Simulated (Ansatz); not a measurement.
Mulliken charges of C$_{4}$H$_{5}$, SMILES `[CH2]C#CC` radical from PBE/def2-TZVPP in Ansatz (PBE0-D4/def2-TZVP geometry).

```json
{"atom": "C1", "x (Å)": "-1.869", "y (Å)": "0.715", "z (Å)": "-0.984", "charge (e)": "-0.233"}
{"atom": "C2", "x (Å)": "-0.726", "y (Å)": "0.276", "z (Å)": "-0.383", "charge (e)": "0.043"}
{"atom": "C3", "x (Å)": "0.298", "y (Å)": "-0.118", "z (Å)": "0.156", "charge (e)": "-0.114"}
{"atom": "C4", "x (Å)": "1.514", "y (Å)": "-0.582", "z (Å)": "0.786", "charge (e)": "-0.264"}
{"atom": "H5", "x (Å)": "-2.188", "y (Å)": "0.311", "z (Å)": "-1.937", "charge (e)": "0.112"}
{"atom": "H6", "x (Å)": "-2.483", "y (Å)": "1.478", "z (Å)": "-0.521", "charge (e)": "0.111"}
{"atom": "H7", "x (Å)": "1.560", "y (Å)": "-1.675", "z (Å)": "0.799", "charge (e)": "0.115"}
{"atom": "H8", "x (Å)": "2.397", "y (Å)": "-0.223", "z (Å)": "0.248", "charge (e)": "0.115"}
{"atom": "H9", "x (Å)": "1.586", "y (Å)": "-0.229", "z (Å)": "1.818", "charge (e)": "0.115"}
```

Q: By hand: the dipole of these point charges (1 e Å = 4.8032 D).

A: Σ q r = (0.087, -0.033, 0.042) e Å, of length 0.102 e Å = 0.49 D.

Q: How does the dipole of the full density compare? (Best estimate.)

A: Ansatz gave: (0.184, -0.070, 0.093) e Å, 1.05 D; the point charges give 0.47 times that, at 1° from its direction.

Point charges leave out the atoms' own dipoles, such as those of lone pairs, and Mulliken's split depends on the basis, so the two needn't agree.
